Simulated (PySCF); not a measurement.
**BS⁺: energy against distance**

Set-up: basis B STO-3G, S STO-3G; no relativity; PySCF 2.14. Energies in eV from B⁺ + S in their ground configurations at the same level. State: ³Π (triplet), unpaired electrons σ ↑, π ↑.

All columns are HSE06. A positive dipole points towards S; it is taken about the centre of mass and depends on that origin.

```json
{"R (Å)": "1.478", "E (eV)": "-3.635", "μ (D)": "-1.52", "Mulliken charge on B (basis-dependent)": "0.35", "HOMO (eV)": "-14.88", "LUMO (eV)": "-14.13", "Mayer bond order": "2.15", "⟨S²⟩": "2.01"}
{"R (Å)": "1.546", "E (eV)": "-4.453", "μ (D)": "-1.77", "Mulliken charge on B (basis-dependent)": "0.38", "HOMO (eV)": "-14.86", "LUMO (eV)": "-13.54", "Mayer bond order": "2.11", "⟨S²⟩": "2.01"}
{"R (Å)": "1.615", "E (eV)": "-4.909", "μ (D)": "-2.01", "Mulliken charge on B (basis-dependent)": "0.41", "HOMO (eV)": "-14.84", "LUMO (eV)": "-12.99", "Mayer bond order": "2.06", "⟨S²⟩": "2.01"}
{"R (Å)": "1.667", "E (eV)": "-5.072", "μ (D)": "-2.20", "Mulliken charge on B (basis-dependent)": "0.42", "HOMO (eV)": "-14.73", "LUMO (eV)": "-12.60", "Mayer bond order": "2.02", "⟨S²⟩": "2.01"}
{"R (Å)": "1.718", "E (eV)": "-5.117", "μ (D)": "-2.37", "Mulliken charge on B (basis-dependent)": "0.44", "HOMO (eV)": "-14.36", "LUMO (eV)": "-12.24", "Mayer bond order": "1.98", "⟨S²⟩": "2.01"}
{"R (Å)": "1.770", "E (eV)": "-5.071", "μ (D)": "-2.54", "Mulliken charge on B (basis-dependent)": "0.46", "HOMO (eV)": "-14.02", "LUMO (eV)": "-11.89", "Mayer bond order": "1.94", "⟨S²⟩": "2.01"}
{"R (Å)": "1.838", "E (eV)": "-4.906", "μ (D)": "-2.76", "Mulliken charge on B (basis-dependent)": "0.47", "HOMO (eV)": "-13.59", "LUMO (eV)": "-11.45", "Mayer bond order": "1.87", "⟨S²⟩": "2.01"}
{"R (Å)": "1.924", "E (eV)": "-4.589", "μ (D)": "-3.00", "Mulliken charge on B (basis-dependent)": "0.49", "HOMO (eV)": "-13.09", "LUMO (eV)": "-10.94", "Mayer bond order": "1.77", "⟨S²⟩": "2.01"}
{"R (Å)": "2.027", "E (eV)": "-4.127", "μ (D)": "-3.25", "Mulliken charge on B (basis-dependent)": "0.51", "HOMO (eV)": "-12.53", "LUMO (eV)": "-10.40", "Mayer bond order": "1.62", "⟨S²⟩": "2.01"}
{"R (Å)": "2.165", "E (eV)": "-3.493", "μ (D)": "-3.52", "Mulliken charge on B (basis-dependent)": "0.54", "HOMO (eV)": "-11.88", "LUMO (eV)": "-10.16", "Mayer bond order": "1.37", "⟨S²⟩": "2.02"}
```

A fit through these points gives, at Re = 1.716 Å, μ = -2.36 D and dμ/dR = -3.38 D/Å; the reduced mass is 8.189 u.

Q: How strong is the fundamental in the double-harmonic approximation, I = 42.26·(dμ/dR)²/μred km/mol?

A: I = 42.26·(-3.38)²/8.189 = 59.0 km/mol at HSE06.

For an ion De counts to the pair picked by the measured ionisation energies or electron affinities, which need not be the lowest pair at this level. STO-3G is very small, so such numbers show the basis as much as the molecule. The state was picked by a PBE0 search and need not be the measured ground state.
